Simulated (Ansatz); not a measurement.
Compare A (`O=C(S)CO`) with its isomer B (`O=CC(O)S`).

Isolated molecules relaxed with PBE0-D4/def2-TZVP in Ansatz; ΔE leaves out vibrations. CCSD(T)/CBS adds triple-zeta CCSD(T) − MP2 to the extrapolated MP2 energy (def2 sets, frozen cores). Functionals use def2-TZVPP. One conformer a species, not always the lowest.

A:

```xyz
9

O    -0.292   -1.368    0.668
C     0.302   -0.456    0.158
S     2.051   -0.446   -0.123
C    -0.414    0.796   -0.295
O    -1.781    0.696   -0.073
H     2.234   -1.661    0.417
H     0.019    1.647    0.250
H    -0.196    0.952   -1.360
H    -1.924   -0.159    0.359
```

B:

```xyz
9

O     1.371   -1.077   -0.514
C     0.901    0.029   -0.546
C    -0.556    0.254   -0.235
O    -1.262   -0.922   -0.233
S    -0.539    1.179    1.355
H     1.507    0.929   -0.752
H    -0.994    0.975   -0.933
H    -0.600   -1.630   -0.175
H     0.173    0.263    2.034
```

(1) Which isomer does CCSD(T)/CBS put lower? Give the gap. (Best estimate.)

(2) Give E(B) − E(A) in kcal/mol with CCSD(T)/def2-SVP, BLYP-D4, ωB97M-V, B2PLYP, MP2/def2-TZVPP, LDA (SPW92), PBE0-D4. (Estimate.)

(3) Does the order hold for the free energy at 298.15 K (harmonic terms from PBE0-D4)? (Best estimate.)

Largest T1 diagnostic: 0.015.

Answers

(1) Ansatz gave: A, by 8.2 kcal/mol.

(2) The calculation gave: CCSD(T)/def2-SVP 8.3, BLYP-D4 9.2, ωB97M-V 8.5, B2PLYP 9.2, MP2/def2-TZVPP 8.6, LDA (SPW92) 9.9, PBE0-D4 9.3. None reverses the order clearly.

(3) Ansatz gave: Yes: G(B) − G(A) = +8.5 kcal/mol, for one conformer each.

Leaving LDA and LC-ωPBE aside and taking each functional with its dispersion term where it has one, the values, not all of them listed here, spread over 1.6 kcal/mol, from ωB97M-V to r2SCAN-D4.
